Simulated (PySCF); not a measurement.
methane (CH4), SMILES C. Atoms are numbered in the order given.

```xyz
5

C      0.0000     0.0000     0.0000
H      0.6291    -0.6291     0.6291
H     -0.6291    -0.6291    -0.6291
H     -0.6291     0.6291     0.6291
H      0.6291     0.6291    -0.6291
```

Coordinates come from a PBE0-D3(BJ)/def2-TZVPD optimisation.

Level of theory: PBE0/def2-TZVPD run with PySCF.

Mulliken values depend strongly on the basis, most of all with diffuse functions as here. Atomic charges (e):

```csv
atom,Mulliken,IAO
C1,-0.70,-0.61
H2,0.18,0.15
H3,0.18,0.15
H4,0.18,0.15
H5,0.18,0.15
```
